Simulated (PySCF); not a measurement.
**S₂F₂: adding exact exchange**

Base calculation in PySCF with density fitting and no spin–orbit coupling, PBE/def2-TZVP (no relativity): singlet, Cs, S–F 1.653 Å (×2), S–S 1.876 Å; F–S–F 92.4°, F–S–S 108.0° (×2); wavenumbers 252, 300, 370, 626, 667, 739 cm⁻¹; dipole moment 1.10 D, gap between the highest occupied and lowest empty levels 3.73 eV, polar-tensor charge of S 1.50 e, atomisation energy (no zero-point energy) 1159 kJ/mol.

Problem. What changes on going to PBE0/def2-TZVP (no relativity)?

Solution. The point group stays the same. Changes: mean bond to S -0.038 Å, highest wavenumber +39 cm⁻¹, lowest wavenumber +24 cm⁻¹, dipole moment -0.14 D, gap between the highest occupied and lowest empty levels +2.24 eV, polar-tensor charge of S +0.13 e, atomisation energy (no zero-point energy) -114 kJ/mol. The new structure has S–F 1.606 Å (×2), S–S 1.859 Å; F–S–F 92.0°, F–S–S 107.9° (×2), with wavenumbers 276, 339, 417, 713, 744, 778 cm⁻¹. Exact exchange shortens and stiffens the bonds and opens the gap, the usual pattern.

Only the bonding shown was studied: isomers, or loss of a ligand pair, can lie lower.
